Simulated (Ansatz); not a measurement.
A made-up structure of C$_{2}$H$_{7}$Si (charge -1), closed shell:

C1  (0.917, -0.664, 0.833)
C2  (0.329, 0.220, -0.585)
Si3  (-1.085, 0.720, -0.709)
H4  (-2.046, -0.205, -1.197)
H5  (-1.191, 1.851, -1.560)
H6  (-1.587, 1.144, 0.550)
H7  (0.835, 0.008, -1.530)
H8  (0.598, -1.635, 1.115)
H9  (0.711, -0.172, 1.749)
H10  (1.965, -0.817, 0.803)
(Å)

It is relaxed with PBE-D4/def2-SVPD and then PBE0-D4/def2-TZVPD (Ansatz 0.2.0). Atoms count as bonded within 1.22 times the sum of their covalent radii (H–H: 0.88 Å). The end point is not checked to be a true minimum.

Question: Does its bonding change? (A judgement: the text doesn't fix the answer.)

Answer: Computed: No: no bond forms or breaks.

Where it ends: The first stage lowers the energy by 3.17 eV in 10 steps. It ends as C₂H₇Si ([CH3][CH][SiH3]), total charge -1:
C1  (0.953, -0.691, 0.746)
C2  (0.529, 0.132, -0.441)
Si3  (-1.120, 0.744, -0.646)
H4  (-2.369, -0.143, -0.900)
H5  (-1.234, 1.695, -1.816)
H6  (-1.642, 1.493, 0.571)
H7  (1.099, -0.039, -1.357)
H8  (0.763, -1.785, 0.688)
H9  (0.438, -0.359, 1.660)
H10  (2.031, -0.596, 0.965)
(Å)

The highest PBE0 orbital of the anion lies well above zero, so the extra electron may be unbound in the gas phase.

Labels in which every atom is bracketed show which atoms are joined, not bond orders.

For scale, one of the runs: PBE0-D4/def2-TZVPD relaxation, 180 basis functions, launched by `ansatz run in.yaml --threads 2 --pin off --events-out ev --progress --plain --max-ram 4352MiB`. Hardware: 2 CPU threads of an Arm Neoverse V2, shared host. Wall time about 32 s.
